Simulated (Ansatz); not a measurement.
# doublet CH4OSi− at 3 levels

Aim: a comparison of 3 runs (U-r2SCAN/aug-cc-pVDZ, UHSE06/aug-cc-pVDZ, UCCSD/aug-cc-pVDZ) of doublet CH4OSi−. 

The results are computed with Ansatz 0.2.0.

57 further runs of the same task are left out: 57 set aside as unsound or not needed. Runs told in other sessions of the task aren't counted.

### 1 The molecule

CH4OSi− has 7 atoms, charge -1, and is taken as a doublet. SMILES of the parent species: `CO[SiH]`. Geometry: relaxed at PBE0-D4/def2-TZVP. This is one conformer, not always the lowest. That shape belongs to the parent species and isn't relaxed for this state.

Bond lengths: C1–O2 1.410 Å, O2–Si3 1.639 Å, C1–H4 1.092 Å, C1–H5 1.095 Å, C1–H6 1.092 Å, Si3–H7 1.552 Å. Angles: C1–O2–Si3 130.6°, O2–C1–H4 109.2°, O2–C1–H5 110.9°, O2–C1–H6 109.2°, O2–Si3–H7 97.1°, H4–C1–H5 109.5°, H4–C1–H6 108.5°, H5–C1–H6 109.5°.

### 2 The energy at U-r2SCAN/aug-cc-pVDZ (run 1)

Contents of job.yaml:

```yaml
crystal:
  periodic: [false, false, false]
  atoms:
    - symbol: C
      position_ang: [-0.512400, 0.485500, -0.338500]
    - symbol: O
      position_ang: [-0.443200, -0.446500, 0.717600]
    - symbol: Si
      position_ang: [0.796900, -1.387300, 1.229900]
    - symbol: H
      position_ang: [-1.296400, 0.180800, -1.035500]
    - symbol: H
      position_ang: [0.443800, 0.547500, -0.868700]
    - symbol: H
      position_ang: [-0.769300, 1.467500, 0.065400]
    - symbol: H
      position_ang: [1.841700, -0.915600, 0.184100]
basis:
  gaussian: {orbitals: aug-cc-pVDZ}
total_charge: -1
magnetization: {spin_polarized: true, initial_magnetization: 1}
hamiltonian: {xc: r2scan}
accuracy: high
output: {orbitals: {seedname: orbitals}}
```

Run with:

```sh
ansatz run job.yaml --threads 1 --pin off --max-ram 3480MiB --events-out events.jsonl --progress --plain --runs-dir runs
```

Log:

```text
Warning: RAYON_NUM_THREADS=1 ignored (pool sized by the plan → 1); use --threads N
Functional definition: r2SCAN
  name "r2SCAN"
  parameter k0 = 0.174
  parameter k1 = 0.065
  parameter a1 = 4.9479
  exchange = r2scan_x(k0 = k0, k1 = k1, a1 = a1)
  correlation = r2scan_c
2191 factors; integrals over basis functions are off by at most 3.5e-9 eV
mean field evaluation 1: about -11022.3804 eV, gradient 1.6e1 eV
mean field evaluation 2: about -11022.2365 eV, gradient 1.8e1 eV
mean field evaluation 4: about -11024.0829 eV, gradient 1.8e0 eV
mean field evaluation 8: about -11024.0985 eV, gradient 7.5e-2 eV
mean field evaluation 16: about -11024.0986 eV, gradient 3.1e-4 eV
mean field evaluation 32: about -11022.1089 eV, gradient 6.3e0 eV
mean field -11024.09861166 eV, -405.1281515761 hartree, gradient 3.8e-8 eV, S^2 0.758969; 5 other end points of the search recorded, 0 dependent functions left out
reference -11024.09864650 eV, -405.1281528564 hartree; 17, 16 occupied and 92, 93 virtual orbitals, 2191 factors
Total energy: -11024.09864650 eV, -405.1281528564 hartree
```

Run time: 41 s. Hardware: 1 thread of Arm Neoverse V2, shared host; peak memory 0.54 GiB.

### 3 The energy at UHSE06/aug-cc-pVDZ (run 2)

job.yaml: that of step 2 with these lines changed.

```diff
@@ -18,6 +18,10 @@
 basis:
-  gaussian: {orbitals: aug-cc-pVDZ}
+  gaussian:
+    orbitals: aug-cc-pVDZ
 total_charge: -1
-magnetization: {spin_polarized: true, initial_magnetization: 1}
-hamiltonian: {xc: r2scan}
+magnetization:
+  spin_polarized: true
+  initial_magnetization: 1
+hamiltonian:
+  xc: {name: HSE06}
 accuracy: high
```

Run with:

```sh
ansatz run job.yaml --threads 1 --pin off --max-ram 3480MiB --events-out events.jsonl --progress --plain --runs-dir runs
```

Log:

```text
Warning: RAYON_NUM_THREADS=1 ignored (pool sized by the plan → 1); use --threads N
Functional definition: HSE06
  name "HSE06"
  parameter a = 0.25
  parameter omega = 0.11/bohr
  exchange = pbe_x - a*pbe_x_sr(omega) + a*exact_x_sr(omega)
  correlation = pbe_c
2191 factors; integrals over basis functions are off by at most 3.5e-9 eV
149 factors; integrals over basis functions are off by at most 1.4e-9 eV
mean field evaluation 1: about -11018.0276 eV, gradient 1.4e1 eV
mean field evaluation 2: about -11018.1288 eV, gradient 1.4e1 eV
mean field evaluation 4: about -11019.2596 eV, gradient 1.4e0 eV
mean field evaluation 8: about -11019.3631 eV, gradient 3.3e-2 eV
mean field evaluation 16: about -11019.3631 eV, gradient 8.8e-5 eV
mean field evaluation 32: about -11018.6602 eV, gradient 5.3e0 eV
mean field -11019.36307933 eV, -404.9541239727 hartree, gradient 6.1e-8 eV, S^2 0.756169; 6 other end points of the search recorded, 0 dependent functions left out
reference -11019.36308306 eV, -404.9541241100 hartree; 17, 16 occupied and 92, 93 virtual orbitals, 2191 factors
Total energy: -11019.36308306 eV, -404.9541241100 hartree
```

It took 30 s on 1 thread of Arm Neoverse V2, shared host; peak memory 0.62 GiB.

### 4 A single-point energy at UCCSD/aug-cc-pVDZ (run 3)

Contents of job.yaml:

```yaml
basis:
  gaussian:
    orbitals: aug-cc-pVDZ
crystal:
  periodic: [false, false, false]
  atoms:
    - {symbol: C, position_ang: [-0.512400, 0.485500, -0.338500]}
    - {symbol: O, position_ang: [-0.443200, -0.446500, 0.717600]}
    - {symbol: Si, position_ang: [0.796900, -1.387300, 1.229900]}
    - {symbol: H, position_ang: [-1.296400, 0.180800, -1.035500]}
    - {symbol: H, position_ang: [0.443800, 0.547500, -0.868700]}
    - {symbol: H, position_ang: [-0.769300, 1.467500, 0.065400]}
    - {symbol: H, position_ang: [1.841700, -0.915600, 0.184100]}
total_charge: -1
magnetization:
  spin_polarized: true
  initial_magnetization: 1
correlation:
  method: ccsd
  frozen_orbitals: {C: 1, H: 0, O: 1, Si: 5}
accuracy: high
scf:
  omitted_lower_state_checks: [cluster_reference, increment]
```

Run with:

```sh
ansatz run job.yaml --threads 1 --pin off --max-ram 3480MiB --events-out events.jsonl --progress --plain --runs-dir runs
```

Log, shortened:

```text
Warning: RAYON_NUM_THREADS=1 ignored (pool sized by the plan → 1); use --threads N
Functional definition: HF
  name "HF"
[...]
2191 factors; integrals over basis functions are off by at most 3.5e-9 eV
[...]
mean field -10992.56614837 eV, -403.9693549238 hartree, gradient 2.6e-8 eV, S^2 0.773626; 3 other end points of the search recorded, 0 dependent functions left out
7 core orbitals not correlated: weight in the atoms' cores, before any rotation towards them, 1.000 or more for the frozen orbitals, at most 0.000 for the correlated occupied ones
reference -10992.56614837 eV, -403.9693549238 hartree; 10, 9 occupied and 92, 93 virtual orbitals, 2191 factors
second order -12.19050055 eV of doubles, -0.00000000 eV of singles
cycle   1  -12.70846123 eV  change   -5.2e-1 eV  update   1.0e-1
[...]
cycle  30  -13.21053341 eV  change   1.4e-10 eV  update   1.5e-9
Total energy: -11005.77668179 eV, -404.4548330724 hartree
Checks for a lower state left out: cluster_reference, increment
```

Run time: 1.7 min. Hardware: 1 thread of Arm Neoverse V2, shared host; peak memory 1.9 GiB.

### 5 All runs side by side

```tsv
run	level	frozen core orbitals	energy (Eh)	HOMO energy (eV)	LUMO energy (eV)	⟨S²⟩	wall time
1	U-r2SCAN/aug-cc-pVDZ	–	-405.128153	1.80	2.72	0.759	41 s
2	UHSE06/aug-cc-pVDZ	–	-404.954124	1.66	2.43	0.756	30 s
3	UCCSD/aug-cc-pVDZ	7	-404.454833	–	–	0.774	1.7 min
```

### 6 Summary of results

| quantity | value |
| --- | --- |
| run 3: total energy | -404.45483 Eh |
| run 3: correlation energy (7 core orbitals frozen) | -485.5 mEh |
| run 3: ⟨S²⟩ of the reference determinant | 0.774 |
| run 3: T1 diagnostic | 0.019 |

In words: Totals of different functionals can't be ranked against each other. In runs 1, 2 the HOMO lies above zero, from self-interaction, a short basis or an electron that isn't bound. All runs together took 2.9 min, the longest 1.7 min.
